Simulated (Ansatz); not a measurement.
# Sn₃H₂: from a trial structure to a relaxed crystal

All numbers below come from DFT PBE, scalar-relativistic, plane waves, PAW (Ansatz). Cutoff 420 eV, Γ-centred k mesh, Gaussian smearing, no spin polarisation in the final step.

Sn₃H₂ was placed on the corundum structure type (R-3c, No. 167), with H in place of Al, Sn in place of O, at a guessed volume.

```
Sn H
1.0
     3.06656    1.77048    5.58160
    -3.06656    1.77048    5.58160
     0.00000   -3.54096    5.58160
Sn H
6 4
Cartesian
  -1.1883 -1.7705 6.9770
  2.1274 -0.1439 6.9770
  -0.9391 1.9143 6.9770
  1.1883 1.7705 9.7678
  -2.1274 0.1439 9.7678
  0.9391 -1.9143 9.7678
  0.0000 0.0000 14.2696
  0.0000 0.0000 10.8476
  0.0000 0.0000 2.4752
  0.0000 0.0000 5.8972
```

Cell and atoms relax at zero pressure; the relaxation can't lower the symmetry of the start. After a coarse first stage the cell is made exact in the group found at 0.06 Å.

The zero of energy is the elements' standard structures at the same level (H₂ as a molecule); no fitted shifts are applied.

(1) What does it relax into?

(2) What are its volume, energy, density and gap?

Answers

(1) It keeps R-3c (No. 167), but not the shape of the type it started on. Conventional cell: a = 6.383 Å, c = 15.803 Å. Sn has 2 H at 2.15 Å; H is coordinated by 3 Sn at 2.15 Å and 1 H at 2.50 Å.

```xyz
10
Lattice="3.1916 1.8427 5.2678 -3.1916 1.8427 5.2678 0.0000 -3.6854 5.2678" Properties=species:S:1:pos:R:3 pbc="T T T"
Sn   -1.1052    1.8427    9.2186
Sn   -1.0432   -1.8784    9.2186
Sn    2.1484    0.0358    9.2186
Sn    1.1052   -1.8427    6.5847
Sn    1.0432    1.8784    6.5847
Sn   -2.1484   -0.0358    6.5847
H     0.0000    0.0000    6.6528
H     0.0000    0.0000    1.2489
H     0.0000    0.0000    9.1506
H     0.0000    0.0000   14.5544
```

(2) The volume per atom is 18.59 Å³. The density is 6.40 g/cm³, the energy over the elements is 0.32 eV/atom and the gap on the 6×6×6 mesh is 0 eV (a metal).

The final run used a 6×6×6 mesh on its 10-atom cell and 0.10 eV smearing. For metals, differences of a few meV/atom aren't resolved. A structure relaxed within its symmetry needn't be a true minimum.

Cost: 3 runs of about 2.1 core-minutes in all, on Intel Xeon 6975P-C (Granite Rapids) (shared hosts).